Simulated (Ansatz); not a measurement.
Born–Oppenheimer molecular dynamics of AlH3 (4 atoms, charge 0, multiplicity 1). It starts from a relaxed structure.

Theory: RKS r2SCAN-D4/def2-TZVP in Ansatz.

| Item | Value |
| --- | --- |
| ensemble | NVT, Langevin thermostat |
| time step | 0.5 fs |
| steps asked | 250 |
| set temperature | 400 K |
| friction | 0.005 /fs |
| seed | 314305 |

Frames 0.5 fs apart, positions in Å, forces in eV/Å.

Velocities at 85.0 fs (Å/ps):

```
Al -0.86 -0.17 0.52
H 29.32 -12.37 -11.65
H -27.69 -21.30 -0.67
H 8.33 13.83 -7.14
```

```xyz
4
Properties=species:S:1:pos:R:3:forces:R:3 time_fs=85.0 energy_less_start_eV=0.111 T=274
Al 0.099 -0.032 0.007 0.56 1.04 1.06
H 1.100 -0.489 1.125 0.07 -0.37 0.14
H -0.104 -0.767 -1.283 -0.32 -0.74 -1.08
H -0.419 1.435 0.263 -0.32 0.08 -0.12
4
Properties=species:S:1:pos:R:3:forces:R:3 time_fs=85.5 energy_less_start_eV=0.096 T=311
Al 0.098 -0.032 0.007 0.60 0.97 0.98
H 1.115 -0.495 1.120 0.00 -0.33 0.07
H -0.119 -0.779 -1.284 -0.31 -0.66 -0.93
H -0.415 1.442 0.260 -0.29 0.01 -0.12
4
Properties=species:S:1:pos:R:3:forces:R:3 time_fs=86.0 energy_less_start_eV=0.080 T=349
Al 0.098 -0.032 0.007 0.62 0.88 0.87
H 1.130 -0.502 1.114 -0.07 -0.28 0.00
H -0.135 -0.792 -1.287 -0.29 -0.56 -0.75
H -0.412 1.448 0.256 -0.26 -0.05 -0.11
4
Properties=species:S:1:pos:R:3:forces:R:3 time_fs=86.5 energy_less_start_eV=0.065 T=387
Al 0.098 -0.032 0.008 0.64 0.76 0.73
H 1.146 -0.510 1.108 -0.15 -0.22 -0.07
H -0.151 -0.807 -1.291 -0.26 -0.44 -0.55
H -0.409 1.455 0.252 -0.23 -0.10 -0.11
4
Properties=species:S:1:pos:R:3:forces:R:3 time_fs=87.0 energy_less_start_eV=0.054 T=395
Al 0.098 -0.032 0.009 0.65 0.64 0.58
H 1.163 -0.517 1.101 -0.22 -0.18 -0.13
H -0.168 -0.823 -1.296 -0.23 -0.30 -0.34
H -0.408 1.460 0.248 -0.21 -0.16 -0.11
4
Properties=species:S:1:pos:R:3:forces:R:3 time_fs=87.5 energy_less_start_eV=0.047 T=415
Al 0.098 -0.032 0.009 0.65 0.51 0.41
H 1.178 -0.524 1.094 -0.29 -0.13 -0.18
H -0.184 -0.839 -1.302 -0.18 -0.17 -0.12
H -0.408 1.466 0.244 -0.18 -0.22 -0.11
4
Properties=species:S:1:pos:R:3:forces:R:3 time_fs=88.0 energy_less_start_eV=0.044 T=436
Al 0.098 -0.031 0.010 0.64 0.38 0.24
H 1.193 -0.531 1.087 -0.35 -0.08 -0.23
H -0.203 -0.856 -1.308 -0.14 -0.03 0.09
H -0.409 1.471 0.239 -0.15 -0.26 -0.10
4
Properties=species:S:1:pos:R:3:forces:R:3 time_fs=88.5 energy_less_start_eV=0.047 T=440
Al 0.098 -0.031 0.011 0.63 0.23 0.08
H 1.207 -0.539 1.078 -0.40 -0.04 -0.27
H -0.221 -0.874 -1.314 -0.09 0.10 0.28
H -0.409 1.474 0.234 -0.14 -0.29 -0.09
4
Properties=species:S:1:pos:R:3:forces:R:3 time_fs=89.0 energy_less_start_eV=0.054 T=428
Al 0.097 -0.031 0.012 0.62 0.09 -0.06
H 1.222 -0.546 1.069 -0.45 0.00 -0.30
H -0.240 -0.891 -1.318 -0.04 0.21 0.44
H -0.409 1.476 0.229 -0.12 -0.30 -0.08
4
Properties=species:S:1:pos:R:3:forces:R:3 time_fs=89.5 energy_less_start_eV=0.062 T=393
Al 0.097 -0.030 0.014 0.60 -0.05 -0.20
H 1.236 -0.553 1.058 -0.49 0.04 -0.32
H -0.258 -0.906 -1.321 0.00 0.32 0.58
H -0.408 1.477 0.223 -0.11 -0.31 -0.07
4
Properties=species:S:1:pos:R:3:forces:R:3 time_fs=90.0 energy_less_start_eV=0.072 T=366
Al 0.097 -0.030 0.015 0.59 -0.18 -0.33
H 1.247 -0.560 1.046 -0.51 0.07 -0.32
H -0.275 -0.922 -1.323 0.04 0.40 0.70
H -0.407 1.477 0.216 -0.11 -0.29 -0.05
4
Properties=species:S:1:pos:R:3:forces:R:3 time_fs=90.5 energy_less_start_eV=0.082 T=397
Al 0.097 -0.030 0.016 0.56 -0.31 -0.46
H 1.258 -0.567 1.033 -0.53 0.09 -0.31
H -0.292 -0.937 -1.323 0.07 0.49 0.80
H -0.407 1.476 0.209 -0.11 -0.27 -0.03
```

Of the whole run (125 fs, mean temperature of the second half 410 K): A run of 0.12 ps of so small a system gives no equilibrium averages.

Time of the run: 100 s on 2 threads of Arm Neoverse V2 (shared host), peak memory 0.093 GiB.
